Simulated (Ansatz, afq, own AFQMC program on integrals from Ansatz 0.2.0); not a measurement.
## Where AFQMC and coupled cluster stand for MgF⁻, singlet

| atom | x (Å) | y (Å) | z (Å) |
| --- | --- | --- | --- |
| F | 0.0000 | 0.0000 | 0.0000 |
| Mg | 0.0000 | 0.0000 | 1.8410 |

Basis aug-cc-pVDZ. Noble-gas cores (and the filled d shells of Ga–Kr and In–Xe) are frozen. Ansatz 0.2.0 and our own AFQMC program on the same integrals; the CISD trial comes from CCSD amplitudes, and released means the phaseless constraint is let go. ± is one standard error of the sampling.

Determinant: RHF, the one that the program's search chose, which needn't be the lowest solution. The geometry is a point of a scan.

No full CI on the walks' own integrals is used here; CCSDT(Q) serves as the reference and is uncertain by about the last step of the cluster series.

Cautions: higher spins were not checked; restricted determinant unstable towards unrestricted (UHF 11 meV lower, ⟨S²⟩ 0.18); raised T1 diagnostic (T1 0.022, weight of the determinant 0.87, largest double 0.13).

```
T1 diagnostic                               : 0.0219
weight of the determinant in the CISD state : 0.874
size of the correlated space                : 10 electrons in 44 orbitals
```

```csv
level,correlation energy (eV)
MP2,-6.8830
CCSD,-7.1382
CCSD(T),-7.3080
```

(1) Estimate where AFQMC with the constraint released lies against CCSD(T) on the same integrals.

(1) 4.9 ± 24.3 meV above CCSD(T). The gap is under twice the noise, so this walk alone can't tell the two apart.

Reference: CCSDT(Q), correlation energy -7.330 eV. The released energy is read at 2.40 1/Eh (meV from the phaseless value at times in 1/Eh: -9 ± 15 at 0.24, -21 ± 22 at 0.51, -15 ± 17 at 0.99, 10 ± 19 at 1.62, 17 ± 24 at 2.40).

```json
{"level": "CCSD(T)", "E − E(reference) (meV)": "22.3", "share of correlation (%)": "99.70"}
{"level": "CCSDT", "E − E(reference) (meV)": "12.4", "share of correlation (%)": "99.83"}
{"level": "ph-AFQMC/CISD", "E − E(reference) (meV)": "10.4 ± 13.2", "share of correlation (%)": "99.86"}
{"level": "released AFQMC", "E − E(reference) (meV)": "27.2 ± 24.3", "share of correlation (%)": "99.63"}
```

A walk keeps the symmetry of its determinant, which the program's search chose and which needn't be the lowest solution, so a lower state of the same spin and another symmetry isn't excluded. Released energies are given only where the last usable release times agree within the noise; a slower fall can still hide under it.
